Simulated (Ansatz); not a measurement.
Geometry optimisation, Ansatz 0.2.0, RKS CAM-B3LYP-D4/def2-SVP.

Input file:

```yaml
crystal:
  periodic: [false, false, false]
  atoms:
    - { symbol: C, position_ang: [-0.63173, 0.28072, -1.18468] }
    - { symbol: Al, position_ang: [-0.1519, 0.13697, 0.6407] }
    - { symbol: S, position_ang: [1.60557, -1.26122, 1.18772] }
    - { symbol: H, position_ang: [-1.7469, 0.24226, -1.22386] }
    - { symbol: H, position_ang: [-0.40101, 1.33925, -1.4604] }
    - { symbol: H, position_ang: [-0.43405, 0.63533, 2.16342] }
    - { symbol: H, position_ang: [1.76002, -1.37331, -0.12291] }
total_charge: -1
basis:
  gaussian: { orbitals: def2-SVP }
hamiltonian:
  xc: cam_b3lyp
  dispersion: d4
relax:
  f_tol: 0.02
  max_steps: 50
output:
  orbitals: {}
```

Command:

```bash
$ ansatz run input.yaml --threads 2 --pin off --max-ram 3072MiB --backend cpu --events-out ev --progress --plain --runs-dir out
```

Problem. Where does it end, and by what steps?

Solution. It converged. Limits of this set-up: an anion without diffuse functions. After 11 steps the energy has fallen by 0.903 eV; H5 moved furthest, 1.09 Å.

```csv
step,energy less start (eV),largest force component (eV/Å),accepted
0,0.0000,0.743,yes
1,-0.1191,0.514,yes
2,-0.2262,1.179,yes
3,-0.3475,1.650,yes
4,-0.5888,1.120,yes
5,-0.7879,0.659,yes
6,-0.8786,0.458,yes
7,-0.8667,0.568,no
8,-0.8932,0.167,yes
9,-0.8991,0.308,yes
10,-0.9028,0.066,yes
11,-0.9029,0.009,yes
```

```xyz
7
Properties=species:S:1:pos:R:3
C -0.792 0.543 -0.906
Al -0.182 0.043 0.730
S 1.752 -1.118 1.106
H -1.730 1.101 -1.044
H -0.294 0.337 -1.865
H -0.838 0.301 2.179
H 2.085 -1.207 -0.199
```

Whether the end is a true minimum wasn't checked by a vibrational analysis.

Run time: 16 s on 2 threads of AMD EPYC 7R13 Processor (Zen 3), on a shared host, peak memory 0.17 GiB.
